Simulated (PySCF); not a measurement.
## Löwdin shares of the frontier orbitals

Compound: C4H6N2.
Numbering: `[CH3:1]/[N:2]=[CH:3]/[CH2:4][C:5]#[N:6]` (hydrogens: H7, H8, H9 on C1; H10 on C3; H11, H12 on C4)

Structure used (PBE0-D3(BJ)/def2-SVP), in Å, numbered top down from 1:
```xyz
12
C4H6N2 angstrom
C      2.171   -0.254   -0.084
N      0.831   -0.291    0.426
C     -0.131   -0.216   -0.384
C     -1.557   -0.270    0.101
C     -2.347    0.863   -0.368
N     -2.956    1.766   -0.758
H      2.704   -1.166    0.229
H      2.236   -0.162   -1.186
H      2.709    0.591    0.375
H      0.011   -0.118   -1.481
H     -2.040   -1.195   -0.260
H     -1.552   -0.298    1.201
```

Theory: TDDFT PBE0/def2-SVPD, vertical, gas phase, core orbitals frozen in the response in PySCF 2.14.0, density-fitted response routines.

Frontier orbitals with the atoms that hold most of them (Löwdin shares over 4%, at most four atoms; ? is withheld):

```
orbital  ε (eV)                            atoms
 HOMO-3   -9.70     N6 43%, C5 33%, C4 8%, C3 5%
 HOMO-2   -9.65            N6 46%, C5 35%, C4 7%
 HOMO-1   -9.02                                ?
   HOMO   -7.92                                ?
   LUMO       ?    N2 34%, C3 33%, C4 8%, H10 5%
 LUMO+1    0.48  C5 16%, C4 16%, C3 15%, H11 13%
 LUMO+2    0.71   N6 35%, C5 30%, C4 15%, H12 9%
```

**Question.** Give the leading atoms of the HOMO-1.

**Answer.** N2 (bonded to 2 C) 32%; C3 (bonded to C, N and H) 24%; C1 (bonded to N and 3 H) 13%; C4 (bonded to 2 C and 2 H) 6%. By element: carbon 43% or more, nitrogen 32% or more.

**Question.** Which atoms hold the HOMO, and with what shares?

**Answer.** N2 (bonded to 2 C) 59%; C3 (bonded to C, N and H) 12%; C1 (bonded to N and 3 H) 11%; H10 (bonded to C) 5%. By element: nitrogen 59% or more, carbon 23% or more, hydrogen 5% or more.

**Question.** What is the LUMO energy, and the HOMO–LUMO gap?

**Answer.** ε(LUMO) = -0.85 eV; the gap is 7.07 eV (0.2599 hartree).

**Question.** The HOMO–LUMO gap is 7.07 eV. Where does the response calculation put the lowest singlet, and from which orbitals?

**Answer.** S1 is at 5.08 eV (f = 0.0017), 1.99 eV below the gap, made of HOMO→LUMO (98%). Without the coupling terms of the response equations the lowest excitation would equal the gap.

**Question.** Give energy, strength and leading configuration of S1 and S2, and follow the Löwdin shares of the leading atoms from the occupied to the empty orbital.

**Answer.** 
- S1 (5.08 eV, f 0.0017), HOMO→LUMO (98%): N2 59% → 34%, C3 12% → 33%
- S2 (7.22 eV, f 0.069), HOMO→LUMO+1 (72%): N2 59% → at most 14%, C3 12% → 15%, C5 at most 6% → 16%, C4 at most 6% → 16%

Rough CPU time on one thread of a shared machine: about 40 s.

One conformer stands for the species.
